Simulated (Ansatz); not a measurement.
Litharge SnO was calculated with PBE in Ansatz (plane waves, PAW).

Rigid layers of the crystal as relaxed at this level are moved apart or together:

```tsv
run	k mesh	layer repeat (Å)	energy against free layers (meV/Å²)	gap on the mesh (eV)
1	10×10×8	4.54	-2.92	0.000
2	10×10×8	4.69	-6.46	0.000
3	10×10×8	4.84	-8.41	0.188
4	10×10×8	5.04	-9.31	0.456
5	10×10×6	5.34	-8.62	0.882
6	10×10×6	5.84	-5.78	1.554
7	10×10×6	6.84	-1.75	2.157
8	10×10×4	8.84	-0.07	2.668
```

The lowest energy of these points lies at a layer repeat of 5.04 Å.

Spin–orbit coupling is not included.

Note: the cell comes from a level without a dispersion term, which matters for the spacing of layers, chains or molecules.

Ansatz is a program for electronic structure.
